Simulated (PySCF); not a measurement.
Stretching SiH

Set-up: basis Si 6-311G(d,p), H 6-311G(d,p); no relativity; PySCF 2.14. Energies in eV from Si + H in their ground configurations at the same level. State: ²Π (doublet), unpaired electrons π ↑.

All columns are B2PLYP. A positive dipole means Si(−)H(+).

```csv
R (Å),E (eV),μ (D),Mulliken charge on Si (basis-dependent),HOMO (eV),LUMO (eV),Mayer bond order,⟨S²⟩
1.322,-2.651,0.74,0.17,-6.21,-1.90,0.87,0.76
1.383,-2.893,0.58,0.17,-6.23,-1.92,0.88,0.76
1.445,-3.029,0.42,0.18,-6.25,-1.94,0.89,0.76
1.491,-3.076,0.29,0.18,-6.27,-1.96,0.90,0.75
1.537,-3.085,0.16,0.18,-6.29,-1.97,0.90,0.75
1.583,-3.063,0.03,0.18,-6.32,-1.99,0.91,0.75
1.645,-2.996,-0.16,0.19,-6.36,-2.02,0.91,0.75
1.721,-2.867,-0.39,0.19,-6.40,-2.06,0.92,0.75
1.814,-2.666,-0.68,0.20,-6.47,-2.11,0.92,0.76
1.937,-2.353,-1.07,0.21,-6.56,-2.18,0.92,0.76
```

A fit through these points gives, at Re = 1.526 Å, μ = 0.19 D and dμ/dR = -2.86 D/Å; the reduced mass is 0.9728 u.

**Question.** How strong is the fundamental in the double-harmonic approximation, I = 42.26·(dμ/dR)²/μred km/mol?

**Answer.** I = 42.26·(-2.86)²/0.9728 = 355 km/mol at B2PLYP.

Correlated steps freeze 5 core orbitals. B2PLYP dipoles, levels and charges come from its SCF part alone. The state is the lowest determinant that a PBE0 search found; another state may lie lower at other levels.
